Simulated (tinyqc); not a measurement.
Extended Hueckel theory, for CO+, step by step. The parameters take no account of the charge, which enters only through the electron count. One step of it, computed by the program tinyqc.

Question. Wolfsberg-Helmholz matrix. H_ij = K' S_ij (H_ii + H_jj)/2 for i != j (the diagonal keeps H_ii), with K' = K + D^2 + D^4 (1 - K), D = (H_ii - H_jj)/(H_ii + H_jj), K = 1.75.

overlap S:
```
            1C 2s    1C 2px    1C 2py     1C 2pz     2O 2s    2O 2px    2O 2py     2O 2pz
1C 2s    1.000000  0.000000  0.000000   0.000000  0.429764  0.000000  0.000000  -0.333402
1C 2px   0.000000  1.000000  0.000000   0.000000  0.000000  0.261751  0.000000   0.000000
1C 2py   0.000000  0.000000  1.000000   0.000000  0.000000  0.000000  0.261751   0.000000
1C 2pz   0.000000  0.000000  0.000000   1.000000  0.504987  0.000000  0.000000  -0.295239
2O 2s    0.429764  0.000000  0.000000   0.504987  1.000000  0.000000  0.000000   0.000000
2O 2px   0.000000  0.261751  0.000000   0.000000  0.000000  1.000000  0.000000   0.000000
2O 2py   0.000000  0.000000  0.261751   0.000000  0.000000  0.000000  1.000000   0.000000
2O 2pz  -0.333402  0.000000  0.000000  -0.295239  0.000000  0.000000  0.000000   1.000000
```

diagonal H_ii (eV): 1C 2s -21.400000, 1C 2px -11.400000, 1C 2py -11.400000, 1C 2pz -11.400000, 2O 2s -32.300000, 2O 2px -14.800000, 2O 2py -14.800000, 2O 2pz -14.800000

K = 1.750000

Give: H.

Answer.

H (eV):
```
           1C 2s    1C 2px    1C 2py    1C 2pz     2O 2s    2O 2px    2O 2py    2O 2pz
1C 2s   -21.4000    0.0000    0.0000    0.0000  -20.6543    0.0000    0.0000   10.7561
1C 2px    0.0000  -11.4000    0.0000    0.0000    0.0000   -6.0577    0.0000    0.0000
1C 2py    0.0000    0.0000  -11.4000    0.0000    0.0000    0.0000   -6.0577    0.0000
1C 2pz    0.0000    0.0000    0.0000  -11.4000  -21.4003    0.0000    0.0000    6.8327
2O 2s   -20.6543    0.0000    0.0000  -21.4003  -32.3000    0.0000    0.0000    0.0000
2O 2px    0.0000   -6.0577    0.0000    0.0000    0.0000  -14.8000    0.0000    0.0000
2O 2py    0.0000    0.0000   -6.0577    0.0000    0.0000    0.0000  -14.8000    0.0000
2O 2pz   10.7561    0.0000    0.0000    6.8327    0.0000    0.0000    0.0000  -14.8000
```
